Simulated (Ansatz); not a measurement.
Relaxation of CH$_{2}$ClMg (5 atoms, charge -1, multiplicity 1), to a largest force component of 0.015 eV/Å in at most 40 steps.

The calculation used Ansatz 0.2.0, RKS PBE-D4/def2-TZVP.

```xyz
5
Properties=species:S:1:pos:R:3
C -0.485 0.883 -0.639
Mg 0.438 -0.647 0.314
Cl 2.407 -1.779 1.356
H -1.231 0.293 -1.242
H -1.128 1.250 0.211
```

Q: Where does it end, and by what steps?

A: It converged. Limits of this set-up: an anion without diffuse functions, the dipole of an ion depends on the origin. After 6 steps the energy has fallen by 0.148 eV; Mg2 moved furthest, 0.17 Å.

```
step  energy less start (eV)  largest force component (eV/Å)  accepted
   0                  0.0000                           1.016       yes
   1                 -0.1173                           0.583       yes
   2                 -0.1396                           0.310       yes
   3                 -0.1181                           0.553        no
   4                 -0.1476                           0.079       yes
   5                 -0.1473                           0.035        no
   6                 -0.1483                           0.006       yes
```

```xyz
5
Properties=species:S:1:pos:R:3
C -0.516 0.773 -0.549
Mg 0.501 -0.670 0.465
Cl 2.389 -1.773 1.255
H -1.194 0.328 -1.313
H -1.180 1.342 0.143
```

Run time: 9.9 s on 2 threads of Arm Neoverse V1, on a shared host, peak memory 0.17 GiB.
